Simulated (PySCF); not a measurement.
## NaLi, PBE0: how much the basis matters

PySCF, UKS reference; singlet, unpaired electrons none; De to Na + Li without counterpoise correction.

```csv
basis,relativity,functions,Re (Å),ωe (cm⁻¹),De (eV),μ (D)
aug-pcseg-1,no relativity,27,2.935,250,0.74,-0.39
"6-31G(d,p)",no relativity,32,2.922,253,0.75,-0.27
pcseg-2,no relativity,34,2.919,254,0.75,-0.39
jorge-DZP-DKH,spin-free X2C,39,2.917,253,0.74,-0.38
def2-TZVP,no relativity,46,2.927,252,0.74,-0.40
```

**Question.** How does each smaller set differ from the one with most functions, def2-TZVP?

**Answer.** aug-pcseg-1: +0.8 pm, -0.8 % in ωe, +0.00 eV in De; 6-31G(d,p): -0.5 pm, +0.4 % in ωe, +0.01 eV in De; pcseg-2: -0.8 pm, +0.8 % in ωe, +0.01 eV in De; jorge-DZP-DKH: -1.0 pm, +0.4 % in ωe, +0.00 eV in De. All at PBE0; the set with most functions is neither the basis-set limit nor always the best. The rows treat relativity differently, so the differences are not basis effects alone.

A positive dipole means Na(−)Li(+). Closed-shell solutions of metal pairs were not tested for spin polarisation, which can lower them a little.
